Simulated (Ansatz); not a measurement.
A structure relaxed at B3LYP-D4/def2-TZVP in Ansatz, charge 0, doublet:

```xyz
5

Al   -0.616   -1.695   -1.059
Al    1.316   -0.285   -0.334
Al   -1.323    0.260    0.328
H    -2.142    1.369    1.148
H     2.766    0.351   -0.084
```

(1) Give its formula and point group.

(2) Summarise the bond lengths by kind (pairs closer than 1.2 times the sum of covalent radii, bridged metal pairs left out).

Results:

(1) the cluster Al3H2. Point group C2v (tolerance 0.1 Å).

(2) 3 × Al–Al 2.50 to 2.78 Å; 2 × Al–H 1.60 Å.

The structure comes from a short search, and lower isomers may exist.
